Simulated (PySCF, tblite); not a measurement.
Compound: thiourea, CH₄N₂S.
Z-matrix (Å and degrees, GFN2-xTB geometry), rows numbered from 1:
```
N 
C   1  1.3535
N   2  1.3536  1  117.14
S   2  1.6465  1  121.40  3   179.95
H   1  1.0056  2  116.66  3  -169.54
H   1  1.0068  2  121.02  3   -13.84
H   3  1.0067  2  120.84  1   -14.31
H   3  1.0057  2  116.74  1  -169.61
```

Theory: PBE0/pcSseg-1 in PySCF (dipole) on a GFN2-xTB geometry, gas phase.

Masses are those of the commonest isotopes; rigid-rotor values at the optimised geometry. The values belong to one conformer with, in the numbering `[NH2:1][C:2]([NH2:3])=[S:4]`, H–N1–C2–N3 -170° and -14°, N1–C2–N3–H -14° and -170°.

Question: What are A, B and C (MHz)?

Answer: Ia = 48.28, Ib = 95.44, Ic = 143.49 u·Å²; 505379 MHz·u·Å²/I gives A = 10467, B = 5295, C = 3522 MHz.

Question: What kind of rotor is it?

Answer: An asymmetric top; Ray's κ = -0.489.

Question: Is it planar, by Δ = Ic − Ia − Ib?

Answer: Not planar: Δ = Ic − Ia − Ib = -0.23 u·Å². For a rigid frame Δ = −2 Σ m c², so Σ m c² = 0.11 u·Å² lies off the ab plane: 0.09 from hydrogen and 0.02 from heavier atoms. The atom farthest from that plane is 0.18 Å away.

Question: Give the other two planar moments, Paa and Pbb, and the rms extents of the mass along the axes.

Answer: Paa = Σ m a² = (Ib + Ic − Ia)/2 = 95.33 and Pbb = Σ m b² = (Ia + Ic − Ib)/2 = 48.17 u·Å². With the mass M = 76.01 u, the rms extents √(P/M) along a, b and c are 1.12, 0.80, 0.04 Å.

Question: Give the coordinates in the principal-axis frame, origin at the centre of mass.

Answer: The sense of each axis is arbitrary; atoms in the order of the calculation.
```csv
atom,mass (u),a (Å),b (Å),c (Å)
N1,14.003,-1.088,1.155,0.027
C2,12.000,-0.383,0.000,0.000
N3,14.003,-1.089,-1.154,-0.028
S4,31.972,1.264,0.000,0.000
H5,1.008,-0.568,2.004,-0.115
H6,1.008,-2.073,1.166,-0.180
H7,1.008,-2.073,-1.162,0.185
H8,1.008,-0.572,-2.005,0.114
```

Question: List the rotational levels J(Ka,Kc) to J = 5 (MHz).

Answer: Above 0(0,0):
J = 1: 1(0,1) 8817, 1(1,1) 13989, 1(1,0) 15762
J = 2: 2(0,2) 26068, 2(1,2) 29850, 2(1,1) 35170, 2(2,1) 50686, 2(2,0) 51069
J = 3: 3(0,3) 51092, 3(1,3) 53424, 3(1,2) 64010, 3(2,2) 77138, 3(2,1) 78949, 3(3,1) 107650, 3(3,0) 107703
J = 4: 4(0,4) 83278, 4(1,4) 84513, 4(1,3) 101883, 4(2,3) 112105, 4(2,2) 116993, 4(3,2) 143551, 4(3,1) 143913, 4(4,1) 185412, 4(4,0) 185418
J = 5: 5(0,5) 122356, 5(1,5) 122941, 5(1,4) 148172, 5(2,4) 155343, 5(2,3) 165191, 5(3,3) 188495, 5(3,2) 189862, 5(4,2) 230346, 5(4,1) 230400, 5(5,1) 284092, 5(5,0) 284092

Question: Predict some low-J microwave lines.

Answer: The dipole components are |μa| = 5.30 D, |μb| = 0.00 D, |μc| = 0.01 D. Intensities carry the squares of the components, which stand as 1.00 : 0.00 : 0.00 (a : b : c). Some lines, for components of 0.1 D or more:

```json
{"type": "a", "branch": "Q", "J(Ka,Kc)": "4(3,1) ← 4(3,2)", "MHz": "362", "lower level (cm⁻¹)": "4.788"}
{"type": "a", "branch": "Q", "J(Ka,Kc)": "2(2,0) ← 2(2,1)", "MHz": "383", "lower level (cm⁻¹)": "1.691"}
{"type": "a", "branch": "Q", "J(Ka,Kc)": "3(2,1) ← 3(2,2)", "MHz": "1811", "lower level (cm⁻¹)": "2.573"}
{"type": "a", "branch": "Q", "J(Ka,Kc)": "4(2,2) ← 4(2,3)", "MHz": "4888", "lower level (cm⁻¹)": "3.739"}
{"type": "a", "branch": "R", "J(Ka,Kc)": "1(0,1) ← 0(0,0)", "MHz": "8817", "lower level (cm⁻¹)": "0.000"}
{"type": "a", "branch": "R", "J(Ka,Kc)": "2(1,2) ← 1(1,1)", "MHz": "15861", "lower level (cm⁻¹)": "0.467"}
{"type": "a", "branch": "R", "J(Ka,Kc)": "2(0,2) ← 1(0,1)", "MHz": "17251", "lower level (cm⁻¹)": "0.294"}
{"type": "a", "branch": "Q", "J(Ka,Kc)": "4(1,3) ← 4(1,4)", "MHz": "17370", "lower level (cm⁻¹)": "2.819"}
{"type": "a", "branch": "R", "J(Ka,Kc)": "2(1,1) ← 1(1,0)", "MHz": "19408", "lower level (cm⁻¹)": "0.526"}
{"type": "a", "branch": "R", "J(Ka,Kc)": "3(1,3) ← 2(1,2)", "MHz": "23573", "lower level (cm⁻¹)": "0.996"}
{"type": "a", "branch": "Q", "J(Ka,Kc)": "5(1,4) ← 5(1,5)", "MHz": "25231", "lower level (cm⁻¹)": "4.101"}
{"type": "a", "branch": "R", "J(Ka,Kc)": "3(2,2) ← 2(2,1)", "MHz": "26452", "lower level (cm⁻¹)": "1.691"}
{"type": "a", "branch": "R", "J(Ka,Kc)": "3(2,1) ← 2(2,0)", "MHz": "27879", "lower level (cm⁻¹)": "1.703"}
{"type": "a", "branch": "R", "J(Ka,Kc)": "4(1,4) ← 3(1,3)", "MHz": "31089", "lower level (cm⁻¹)": "1.782"}
{"type": "a", "branch": "R", "J(Ka,Kc)": "4(0,4) ← 3(0,3)", "MHz": "32186", "lower level (cm⁻¹)": "1.704"}
{"type": "a", "branch": "R", "J(Ka,Kc)": "4(3,2) ← 3(3,1)", "MHz": "35901", "lower level (cm⁻¹)": "3.591"}
{"type": "a", "branch": "R", "J(Ka,Kc)": "4(3,1) ← 3(3,0)", "MHz": "36210", "lower level (cm⁻¹)": "3.593"}
{"type": "a", "branch": "R", "J(Ka,Kc)": "4(1,3) ← 3(1,2)", "MHz": "37873", "lower level (cm⁻¹)": "2.135"}
{"type": "a", "branch": "R", "J(Ka,Kc)": "5(2,4) ← 4(2,3)", "MHz": "43238", "lower level (cm⁻¹)": "3.739"}
{"type": "a", "branch": "R", "J(Ka,Kc)": "5(4,2) ← 4(4,1)", "MHz": "44934", "lower level (cm⁻¹)": "6.185"}
{"type": "a", "branch": "R", "J(Ka,Kc)": "5(3,3) ← 4(3,2)", "MHz": "44944", "lower level (cm⁻¹)": "4.788"}
{"type": "a", "branch": "R", "J(Ka,Kc)": "5(3,2) ← 4(3,1)", "MHz": "45949", "lower level (cm⁻¹)": "4.800"}
{"type": "a", "branch": "R", "J(Ka,Kc)": "5(1,4) ← 4(1,3)", "MHz": "46289", "lower level (cm⁻¹)": "3.398"}
```

Its GFN2-xTB frequencies are all real (lowest 310 cm⁻¹). These are rigid-rotor constants of the computed structure; measured ground-state constants (B0) also hold zero-point vibration. A rigid rotor knows nothing of inversion at nitrogen, which can split or shift real lines. Quadrupole hyperfine structure (14N) is left out.
